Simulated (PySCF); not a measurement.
**Indirect couplings**

Geometry (Å), atoms numbered from 1 in this order:
```xyz
13

C    -0.2846    1.1154   -0.8448
O     0.0445   -0.2074   -0.2926
C     1.3514   -0.2934    0.3759
C    -1.0515   -0.8912    0.3858
F    -1.3232   -0.2355    1.5022
H     0.5596    1.3999   -1.4810
H    -1.1920    0.9833   -1.4438
H    -0.4370    1.8190   -0.0165
H     1.3222    0.3075    1.2937
H     2.0876    0.0816   -0.3423
H     1.5226   -1.3548    0.5851
H    -1.8933   -0.8680   -0.3199
H    -0.6848   -1.9076    0.5848
```

Total charge +1.

Indirect spin–spin couplings were computed at B3LYP/pcJ-1 (spin–dipole term only in couplings to heteroatoms) (PySCF) on a PBE0-D3(BJ)/def2-SVP structure, for the isolated molecule, without vibrational or relativistic corrections. Couplings are averaged over pairs made equivalent by symmetry, fast rotation or ring inversion, so a value needn't be that of the named pair in this geometry, while other rotamers aren't included; one pair stands for each set, and the list holds those of at least 1.5 Hz over up to four bonds, among pairs with at least one C or F or H atom (others weren't computed). One-bond C–F couplings come out tens of Hz too large with common functionals.

Isotopes: ¹³C, ¹⁹F, ¹H, ¹⁷O. Couplings to quadrupolar nuclei such as 17O and 33S are rarely resolved in practice.

| pair | bonds | J (Hz) |
| --- | --- | --- |
| C1, O2 | 1 | 17.5 |
| C1, H6 | 1 | 166.8 |
| O2, C4 | 1 | 24.9 |
| C4, F5 | 1 | ? |
| C4, H12 | 1 | 198.3 |
| O2, F5 | 2 | -27.3 |
| O2, H6 | 2 | -5.2 |
| O2, H12 | 2 | -9.8 |
| F5, H12 | 2 | 52.4 |
| H6, H7 | 2 | -11.8 |
| H12, H13 | 2 | ? |
| C1, F5 | 3 | ? |
| C1, H9 | 3 | 2.8 |
| C1, H12 | 3 | ? |
| C4, H6 | 3 | ? |

Problem. Estimate the withheld couplings, with signs.

Solution. 
- ¹J(C4,F5) = -348.9 Hz (bond length 1.323 Å)
- ²J(H12,H13) = -5.2 Hz (angle at C4 113°)
- ³J(C1,F5) = 2.6 Hz (dihedral angle 69°)
- ³J(C1,H12) = 3.4 Hz (mean over equivalent pairs that range from 1.9 to 4.9 Hz in this conformer)
- ³J(C4,H6) = 2.8 Hz (mean over equivalent pairs that range from 0.6 to 6.4 Hz in this conformer)
